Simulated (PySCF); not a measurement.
Consider cyclopropylamine, `NC1CC1` (C3H7N). Optimised structure (Å), atoms numbered from 1:
```
N     1.5371    0.4436    0.3042
C     0.2931    0.3830   -0.4008
C    -0.9905    0.4266    0.3580
C    -0.6126   -0.8236   -0.3938
H     1.4335    0.0755    1.2471
H     2.2358   -0.1357   -0.1584
H     0.3116    0.9563   -1.3354
H    -1.8080    1.0451   -0.0212
H    -0.9295    0.4006    1.4508
H    -1.1697   -1.0790   -1.2999
H    -0.2885   -1.6868    0.1958
```

Energies: ωB97X-D3(BJ)/ma-def2-TZVP (PySCF, density fitting, integration grid level 2) on PBE0-D3(BJ)/def2-SVP structures. The prefix ma- adds one diffuse s and one diffuse p function on all atoms but H. ωB97X-D3(BJ) is ωB97X-V with D3(BJ) in place of VV10. Zero-point and thermal terms (298.15 K, 1 bar) come from unscaled PBE0-D3(BJ)/def2-SVP harmonic frequencies, with soft modes damped to free rotors in the entropy.

Problem. What are the vertical and the adiabatic ionisation energy for forming the radical cation?

Solution. 9.06 eV vertical and 8.01 eV adiabatic, the latter with zero-point energy.

Problem. Where does the unpaired spin of the relaxed radical cation sit?

Solution. N1 (amine nitrogen) 0.48, C3 (methylene carbon) 0.38, C2 (methine carbon) 0.13 (intrinsic atomic orbital populations).

Problem. What oxidation potential follows in acetonitrile (IEF-PCM), given that Fc+/Fc comes at 4.54 V absolute with this functional and basis?

Solution. In the gas phase ΔG of oxidation is 7.984 eV, and solvation is -20.6 kJ/mol for the parent and -258.9 kJ/mol for the product, so the absolute potential is 5.51 V, or 0.97 V against Fc+/Fc. Fc+/Fc in acetonitrile, 4.54 V, is ωB97X-D3(BJ)/ma-def2-TZVP on PBE0-D3(BJ)/def2-SVP structures with GFN2-xTB thermal terms. Benchmark calculations put it near 5.0 V in acetonitrile and DMSO, so it is about 0.5 V low, and the value against it can read up to that much too high. The solvent is electrostatics only, on gas-phase structures; the absolute scale refers to an electron at rest in vacuum.

Problem. How far is −ε(HOMO) from the vertical value by ΔSCF?

Solution. −ε(HOMO) = 9.07 eV, which is 0.01 eV above the ΔSCF value.
